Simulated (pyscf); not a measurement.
Optimised with ωB97X-D3(BJ)/def2-SVP in PySCF.

Task: How much does it cost (ΔH, 298 K, ωB97M-D3(BJ)/def2-TZVP) to split `[CH3][CH2][CH2][I]` at its C–C bond into •H₂C–CH₃ + •H₂C–I?

Result: C–C to •H₂C–CH₃ + •H₂C–I: 3.82 eV. The 7 functionals that were run give +3.42 (r²SCAN) to +3.88 eV (M06-2X). Other isomers of •H₂C–CH₃ were not searched in full and may lie lower. Elements past Kr carry the def2 core potentials, without spin-orbit coupling.
